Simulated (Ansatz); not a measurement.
# How far each method lies from full CI for BO⁺, triplet

Geometry: that of the BO, doublet, kept fixed.

```xyz
2

B     0.0000    0.0000    0.0000
O     0.0000    0.0000    1.2006
```

Basis cc-pVDZ; Ansatz 0.2.0. Only valence electrons are correlated (noble-gas cores frozen), which leaves 8 electrons in 26 orbitals. R marks a restricted (for open shells ROHF) determinant, U an unrestricted one. Active spaces: valence = (8e, 8o) chosen from the atoms' valence shells.

Full CI is exact within this basis and frozen core; it isn't the basis-set limit. The frozen core follows each run's orbitals, which can shift R against U totals by a few meV.

For open shells CISD and CISDTQ are restricted-active-space CI with the open shells as a complete middle space.

The UHF ⟨S²⟩ is 2.003. The T1 diagnostic (RCCSD) is 0.0215. The largest doubles amplitude (RCCSD) is 0.056 and the T1 diagnostic (UCCSD) is 0.0201.

```csv
level,E − E(RHF) (eV)
UHF,-0.0866
RMP2,-4.6037
UMP2,-4.5968
RCCSD,-5.0451
UCCSD,-5.0465
RCCSD(T),-5.1667
UCCSD(T),-5.1673
```

Task: Estimate how far full CI in cc-pVDZ lies from RCCSD(T). The table doesn't fix it; the size of (T) and the diagnostics are the guide.

Result: Full CI in cc-pVDZ lies 2.6 kJ/mol below RCCSD(T), which is 22 % of the (T) step (-11.7 kJ/mol). The diagnostics are small and one determinant leads, so the series closes fast and only a small part of (T) is left.

The other levels:

```json
{"level": "CISD", "E − E(full CI) (kJ/mol)": "29.7", "share of correlation (%)": "94.07", "wall time": "0.61 s"}
{"level": "BCCD(T)", "E − E(full CI) (kJ/mol)": "2.8", "share of correlation (%)": "99.45", "wall time": "0.85 s"}
{"level": "RCCSDT", "E − E(full CI) (kJ/mol)": "0.7", "share of correlation (%)": "99.85", "wall time": "–"}
{"level": "UCCSDT", "E − E(full CI) (kJ/mol)": "0.7", "share of correlation (%)": "99.87", "wall time": "–"}
{"level": "CISDTQ", "E − E(full CI) (kJ/mol)": "0.7", "share of correlation (%)": "99.86", "wall time": "13 s"}
{"level": "RCCSDT(Q)", "E − E(full CI) (kJ/mol)": "0.0", "share of correlation (%)": "99.99", "wall time": "4.2 s"}
{"level": "UCCSDT(Q)", "E − E(full CI) (kJ/mol)": "-0.2", "share of correlation (%)": "100.04", "wall time": "3.7 s"}
{"level": "RCCSDTQ", "E − E(full CI) (kJ/mol)": "0.0", "share of correlation (%)": "100.00", "wall time": "6.5 s (H100)"}
{"level": "UCCSDTQ", "E − E(full CI) (kJ/mol)": "-0.1", "share of correlation (%)": "100.02", "wall time": "6.5 s (H100)"}
{"level": "CASSCF (valence space)", "E − E(full CI) (kJ/mol)": "291.5", "share of correlation (%)": "41.82", "wall time": "–"}
{"level": "NEVPT2 (valence space)", "E − E(full CI) (kJ/mol)": "51.3", "share of correlation (%)": "89.77", "wall time": "1.7 s"}
{"level": "MRCISD (valence space)", "E − E(full CI) (kJ/mol)": "9.1", "share of correlation (%)": "98.19", "wall time": "–"}
{"level": "MRCISD+Q (valence space)", "E − E(full CI) (kJ/mol)": "1.0", "share of correlation (%)": "99.80", "wall time": "2.4 s"}
```

The correlation energy at full CI, counted from RHF, is -5.194 eV. That run took 3.9 s on 5 threads of AMD EPYC 7R13 with a whole H100 80 GB, shared host over 55,874,896 determinants.

Times hold each run's SCF and search for its determinant on a shared host, so for small cases they say little of a method's own cost; rows without a card ran on 1 thread of AMD EPYC 7R13.

The full-CI state has the irrep B2 of C2v, in the program's axes (one component, if the state is degenerate).

Natural occupations of full CI about the gap: 1.980 1.965 1.948 0.994 0.990 0.042 0.020 0.019 0.009 0.005; effectively unpaired electrons, Σ n²(2−n)², 2.03.
